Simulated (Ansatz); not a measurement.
One crystal and one scan (energy against volume) at two levels, PBE (plane waves to 420 eV, PAW, scalar-relativistic; Ansatz, a quantum-chemistry and plane-wave program) and r2SCAN (plane waves to 500 eV, PAW, scalar-relativistic; Ansatz), each from its own relaxed cell and on its own mesh. The cell shown is that of PBE.

NaCl (rock salt)

```
NaCl
1.0
    0.00000     2.84776     2.84776
    2.84776     0.00000     2.84776
    2.84776     2.84776     0.00000
Cl Na
1 1
Cartesian
  0.00000   0.00000   0.00000
  2.84776   2.84776   2.84776
```

The volume is varied about the relaxed value V₀ at fixed cell shape. Symmetry pins the atoms to their sites.

E stands for the smeared free energy. NaCl was relaxed with its symmetry unable to fall. Percentages come from the unrounded values.

Results of PBE:

| Quantity | Value |
|---|---|
| Lattice constant a (Å) | 5.696 |
| Bulk modulus B₀ (third-order Birch-Murnaghan fit) (GPa) | 23.6 |

Q: Estimate the r2SCAN values.

A: 
| quantity | r2SCAN | PBE − r2SCAN |
|---|---|---|
| Lattice constant a (Å) | 5.608 | +0.088 (+1.6 %) |
| Bulk modulus B₀ (third-order Birch-Murnaghan fit) (GPa) | 27.5 | -3.9 (-14 %) |

PBE gives the higher value for: lattice constant a. PBE gives the lower value for: bulk modulus B₀. For the lattice constant a the reference is 5.569 Å (measured, corrected to the static lattice; as given in Daniel Mejia-Rodriguez, S. B. Trickey, Physical Review B (2018), arXiv:1807.09216): r2SCAN lies nearer. For the bulk modulus B₀ the reference is 27.6 GPa (measured, corrected to the static lattice; as given in Daniel Mejia-Rodriguez, S. B. Trickey, Physical Review B (2018), arXiv:1807.09216): r2SCAN lies nearer. 

(Under strain, the slope of the energy per volume gives the stress and its curvature an elastic modulus.)
